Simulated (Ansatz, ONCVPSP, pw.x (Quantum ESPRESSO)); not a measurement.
# pw.x on bcc Re: one setting changed

Potential: optimised norm-conserving Vanderbilt (ONCV), ONCVPSP 4.0.1.1 (patched build), PBEsol; core [Kr] 4d10 4f14, reference 5s2 5p6 5d5 6s1.75 6p0.25; waves: 5s+6s: rc 1.50 bohr, ncon 4, nbas 7, qcut 8.6 1/bohr, 3 projectors, debl 1.5 Ha; 5p+6p: rc 1.75 bohr, ncon 4, nbas 7, qcut 9.5 1/bohr, 3 projectors, debl 3.9 Ha; 5d: rc 1.50 bohr, ncon 4, nbas 9, qcut 6.3 1/bohr, local; local part: the d channel; core correction: none.

The reference run (k-mesh 15³, cutoffs 75/300 Ry, Fermi–Dirac 0.01 Ry, mixing_beta 0.4, conv_thr 1e-9, no spin) gives -2.52 GPa at 14.678 Å³/atom, where all-electron LAPW gives 0.85 GPa. This run, with its own iteration cap, changes nspin = 2 with starting_magnetization to 0.2.

```
&control
  calculation='scf', prefix='x', pseudo_dir='./', outdir='./tmp', tstress=.true., disk_io='none'
/
&system
  ibrav=0, nat=1, ntyp=1, ecutwfc=75, ecutrho=300, nbnd=15,
  occupations='smearing', smearing='fd', degauss=0.01, nspin=2, starting_magnetization(1)=0.2
/
&electrons
  conv_thr=1e-09, mixing_beta=0.4, electron_maxstep=60
/
ATOMIC_SPECIES
Re 1.0 Re.UPF
CELL_PARAMETERS angstrom
  -1.54241875 1.54241875 1.54241875
  1.54241875 -1.54241875 1.54241875
  1.54241875 1.54241875 -1.54241875
ATOMIC_POSITIONS crystal
Re 0.0000 0.0000 0.0000
K_POINTS automatic
15 15 15 0 0 0
```

```bash
pw.x < Re.scf.in > Re.scf.out
```

How does the run end?

It converges in 10 iterations; the free energy moves by +0.0 meV/atom and the pressure by +0.00 GPa. The result is that of the reference run.

```
Message from routine setup:
     using ibrav=0 with symmetry is DISCOURAGED, use correct ibrav instead
     lattice parameter (alat)  =       5.0485  a.u.
     unit-cell volume          =      99.0521 (a.u.)^3
     number of electrons       =        15.00
     number of Kohn-Sham states=           15
     kinetic-energy cutoff     =      75.0000  Ry
     charge density cutoff     =     300.0000  Ry
     scf convergence threshold =      1.0E-09
     Exchange-correlation= PBESOL
     atomic species   magnetization
     number of k points=   120  Fermi-Dirac smearing, width (Ry)=  0.0100
     iteration #  1     ecut=    75.00 Ry     beta= 0.40
     total energy              =    -159.03309342 Ry
     estimated scf accuracy    <       0.10030464 Ry
     total magnetization       =     0.76 Bohr mag/cell
     absolute magnetization    =     0.76 Bohr mag/cell
     iteration #  2     ecut=    75.00 Ry     beta= 0.40
     total energy              =    -159.06277366 Ry
     estimated scf accuracy    <       0.02959115 Ry
     total magnetization       =     0.59 Bohr mag/cell
     absolute magnetization    =     0.59 Bohr mag/cell
     iteration #  3     ecut=    75.00 Ry     beta= 0.40
     total energy              =    -159.07167127 Ry
     estimated scf accuracy    <       0.00399425 Ry
     total magnetization       =     0.34 Bohr mag/cell
     absolute magnetization    =     0.34 Bohr mag/cell
     [... 4 iterations left out ...]
     iteration #  8     ecut=    75.00 Ry     beta= 0.40
     total energy              =    -159.07447963 Ry
     estimated scf accuracy    <          8.1E-09 Ry
     total magnetization       =     0.00 Bohr mag/cell
     absolute magnetization    =     0.00 Bohr mag/cell
     iteration #  9     ecut=    75.00 Ry     beta= 0.40
     total energy              =    -159.07447966 Ry
     estimated scf accuracy    <          1.4E-09 Ry
     total magnetization       =    -0.00 Bohr mag/cell
     absolute magnetization    =     0.00 Bohr mag/cell
     iteration # 10     ecut=    75.00 Ry     beta= 0.40
     the Fermi energy is    24.9959 ev
!    total energy              =    -159.07447967 Ry
     estimated scf accuracy    <          2.5E-11 Ry
     smearing contrib. (-TS)   =      -0.00504846 Ry
     The total energy is F=E-TS. E is the sum of the following terms:
     one-electron contribution =     -20.26176689 Ry
     hartree contribution      =      18.71721959 Ry
     xc contribution           =     -17.06209892 Ry
     ewald contribution        =    -140.46278499 Ry
     total magnetization       =    -0.00 Bohr mag/cell
     absolute magnetization    =     0.00 Bohr mag/cell
     convergence has been achieved in  10 iterations
          total   stress  (Ry/bohr**3)                   (kbar)     P=      -25.21
     Message from routine punch:
     Nothing written, as per user request (disk_io='none')
```

The run took about 94 s on one core of a shared host (Neoverse-N1, 64 threads, 124 GiB, load 54).
